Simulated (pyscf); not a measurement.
Thermochemistry of product channels of `[PH2][GaH2]` + `[SiH4]` on the singlet surface, in kcal/mol, from ωB97M-D3(BJ)/def2-TZVP energies (ideal gas, 1 atm, RRHO with modes under 100 cm⁻¹ raised to 100, one conformer, R ln 2 for chiral ones without a mode under 150 cm⁻¹). Optimised with ωB97X-D3(BJ)/def2-SVP in PySCF.

```json
[
 {"products": "`[SiH3][PH][GaH2]` + `[H][H]`", "ΔE": "___", "ΔH(298 K)": "-2.3", "ΔG(298 K)": "-1.0", "ΔG(600 K)": "___"},
 {"products": "`[SiH3][GaH][PH2]` + `[H][H]`", "ΔE": "+1.7", "ΔH(298 K)": "+0.9", "ΔG(298 K)": "+1.8", "ΔG(600 K)": "+2.0"}
]
```

Task: Some entries are withheld; supply them.

Result: 
- `[SiH3][PH][GaH2]` + `[H][H]`, ΔE: -1.2
- `[SiH3][PH][GaH2]` + `[H][H]`, ΔG(600 K): -0.3

These are energies of the channels, which say nothing of barriers. Elements up to Kr have no core potential and no relativistic terms here.
